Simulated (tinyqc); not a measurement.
The integration grid: Kohn-Sham M06L on finer and finer grids in the sto-3g basis, for HF, spin multiplicity 1. Computed by the program tinyqc with PySCF. Self-consistent on each grid; the net force on the molecule should vanish.

Geometry (angstrom):
```
atom       x       y       z
F     0.0000  0.0000  0.0000
H     0.0000  0.0000  0.9690
```

Kohn-Sham energy on Becke grids (radial x angular points per atom):
```
grid       points  residual of the electron count  E (hartree)  E - finest (mhartree)  largest net force without grid terms (hartree/bohr)
10 x 14       273                       -5.04e-02   -98.691250             239.053031                                             1.53e-01
15 x 26       769                        2.23e-02   -99.007801             -77.497984                                             7.85e-02
20 x 50      1986                       -8.96e-04   -98.971396             -41.092554                                             1.36e-02
30 x 86      5138                       -1.73e-04   -98.935109              -4.805493                                             1.62e-02
50 x 194    19363                        1.98e-06   -98.930216               0.087146                                             6.42e-04
75 x 302    45246                        4.10e-09   -98.930285               0.018516                                             1.24e-04
120 x 590  141357                       -7.15e-09   -98.930303               0.000000                                             2.17e-05
```

What does the comparison show, and why?

The energy is within 0.1 mhartree of the finest grid first at 50 x 194. The error has both signs, since quadrature is not variational. The electron count and the net force are cheap signs of a poor grid.
